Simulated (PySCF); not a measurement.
Species: ethenethiol, C2H4S.
Bonds: C1–C2 (double), C2–S3. Hydrogens: H4, H5 on C1; H6 on C2; H7 on S3.

Method: PySCF, TDDFT CAM-B3LYP/aug-cc-pVTZ, vertical, gas phase, core orbitals frozen in the response. The structure is a single PBE0-D3(BJ)/def2-TZVP conformer in the gas phase; no vibrational or solvent corrections. Torsions of this conformer, `[CH2:1]=[CH:2][SH:3]`: H–S3–C2–C1 -2°.

Computed states:

| state | E (eV) | f |
| --- | --- | --- |
| S1 | 5.18 | 0.0018 |
| S2 | 5.76 | 0.246 |
| S3 | 5.84 | 0.0068 |
| S4 | 6.00 | 0.0082 |
| S5 | 6.36 | 0.025 |
| S6 | 7.12 | 0.0055 |
| S7 | 7.23 | 0.0011 |
| S8 | 7.38 | 0.0007 |
| S9 | 7.70 | 0.0069 |
| S10 | 8.01 | 0.0015 |

Each state is given a Gaussian of 0.5 eV full width at half maximum, with ε(max) = 2.175×10⁸ f / Δν̃ (Δν̃ the width in cm⁻¹). The width is an assumption, not a result. The curve ends short of the highest state used, and states not computed would add to its high-energy end.

(1) Give the broadened spectrum and its maxima.

(2) On this curve, what absorbance would a 10⁻³ mol/L sample give at 254 nm over a 1 cm path?

(3) Coming from long wavelengths, where does ε first pass 100 L mol⁻¹ cm⁻¹?

## Answers

(1) 
(λ (nm), ε (L mol⁻¹ cm⁻¹)): (167.3, 348), (170.5, 374), (173.8, 385), (177.0, 316), (180.2, 245), (183.4, 312), (186.6, 595), (189.9, 1050), (193.1, 1499), (196.3, 1965), (199.5, 2809), (202.7, 4565), (205.9, 7401), (209.2, 10781), (212.4, 13232), (215.6, 13810), (218.8, 12351), (222.0, 9573), (225.3, 6419), (228.5, 3870), (231.7, 2113), (234.9, 1074), (238.1, 530), (241.4, 265), (244.6, 148), (247.8, 91), (251.0, 58), (254.2, 37), (257.5, 23), (260.7, 13), (263.9, 7), (267.1, 4), (270.3, 2), (273.5, 1), (276.8, 0), (280.0, 0)

Maxima: 215 nm (5.77 eV), ε about 14000, made up of S2 (96%); 173 nm (7.18 eV), ε about 390, made up of S6 (74%) and S7 (15%) (ε in L mol⁻¹ cm⁻¹; maxima over ε = 5, shares over 10%). At its high-energy end, 7.41 eV, the curve is still rising (ε about 350, from S6, S7, S8 and S9).

(2) 254 nm is 4.881 eV, where ε is about 38 L mol⁻¹ cm⁻¹, so A = ε c l ≈ 0.038 (Beer–Lambert, with the gas-phase spectrum and the assumed width).

(3) At about 247 nm (5.02 eV), 0.16 eV below S1.
